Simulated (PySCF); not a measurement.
Species: C₃H₄FN.
Numbering: `[CH2:1]=[N:2]/[CH:3]=[CH:4]\[F:5]` (hydrogens: H6, H7 on C1; H8 on C3; H9 on C4)

Cartesian coordinates in Å at the PBE0-D3(BJ)/def2-SVP level; atoms count from 1:
```xyz
9
C3H4FN angstrom
C     -1.7773   -0.1098   -0.2635
N     -0.6222   -0.5975   -0.0604
C      0.4490    0.2677    0.0660
C      1.6977   -0.1681    0.2813
F      2.0133   -1.4434    0.3917
H     -2.6379   -0.7839   -0.3642
H     -1.9735    0.9780   -0.3471
H      0.3012    1.3570   -0.0090
H      2.5547    0.5044    0.3818
```

The closed-shell ground state was solved at several levels (PySCF, density fitting, gas phase, non-relativistic).

```json
{"level": "B3LYP/pcJ-1", "basis functions": "175", "total energy (Eh)": "-271.2693", "HOMO (eV)": "-6.94", "LUMO (eV)": "-1.46", "gap (eV)": "5.48", "dipole (D)": "2.60"}
{"level": "B3LYP/6-31G*", "basis functions": "78", "total energy (Eh)": "-271.2501", "HOMO (eV)": "-6.57", "LUMO (eV)": "-1.02", "gap (eV)": "5.55", "dipole (D)": "2.33"}
{"level": "CAM-B3LYP/def2-SVPD", "basis functions": "135", "total energy (Eh)": "-270.9585", "HOMO (eV)": "-8.50", "LUMO (eV)": "-0.27", "gap (eV)": "8.23", "dipole (D)": "2.80"}
```

Task: Estimate the row for PBE0/pcSseg-1, a basis of 105 functions; the other rows only guide the guess.

Result: Total energy -270.9308 Eh, HOMO -7.16 eV, LUMO -1.24 eV, gap 5.92 eV, dipole 2.65 D.

Task: Over all these levels, which gives the widest orbital gap and which the narrowest?

Result: CAM-B3LYP/def2-SVPD (range-separated hybrid) has the widest, 8.23 eV, and B3LYP/pcJ-1 (global hybrid, 20 % exact exchange) the narrowest, 5.48 eV. Functional and basis both differ between the two, so the spread mixes both effects.

Task: How far do the dipole and the HOMO energy spread over the levels?

Result: The dipole runs from 2.33 to 2.80 D (mean 2.59 D) and the HOMO from -8.50 to -6.57 eV.

One conformer stands for the species.
